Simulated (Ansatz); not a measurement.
**CHB (quintet): from Hartree-Fock to the top rungs, def2-QZVPP**

The task here is to estimate one member of a computed series from the others.

The runs use Ansatz 0.2.0, Gaussian basis; def2-QZVPP, core rule «outside noble gas», up to 2 orbitals frozen.

Plan: UHF; ROHF; CCSD(T) on UHF.

2 further runs of the same task are left out: 2 set aside as unsound or not needed.

## The geometry

The geometry is a PBE0/def2-TZVP stationary point (not a proven minimum) of the parent state, kept for this charge and spin.

3 atoms, charge 0, spin multiplicity 5.

Atoms are counted from 1 here; the program's logs count them from 0.

Bond lengths: B1–C2 1.353 Å, C2–H3 1.071 Å. Angles: B1–C2–H3 180.0°.

Coordinates:

```
B     0.0000    0.0000    1.2592
C     0.0000    0.0000   -0.0942
H     0.0000    0.0000   -1.1650
```

The first run:

File in.yaml:

```yaml
crystal:
  periodic: [false, false, false]
  atoms:
    - {symbol: B, position_ang: [0.000000, 0.000000, 1.259200]}
    - {symbol: C, position_ang: [0.000000, 0.000000, -0.094199]}
    - {symbol: H, position_ang: [0.000000, 0.000000, -1.165001]}
basis:
  gaussian: {orbitals: "def2-QZVPP.json"}
magnetization: {spin_polarized: true, initial_magnetization: 4}
hamiltonian: {xc: hf}
output: {orbitals: {seedname: orbitals}}
```

The run is started by

```console
ansatz run in.yaml --threads 1 --pin off --events-out ev --progress --plain --max-ram 2393MiB
```

Among the steps run: UHF; ROHF; CCSD(T) on UHF.

One of the session's tables, all rows but one given; the rest of the session is left out.

```
  method  from UCCSD(T) (meV)
    ROHF                    ?
     UHF              +4946.9
    UMP2               +751.9
   UCCSD               +160.8
UCCSD(T)                    0
```

Estimate the missing values for ROHF.

As computed: from UCCSD(T) (meV): +5125.0. In the column «from UCCSD(T) (meV)» it is the highest.
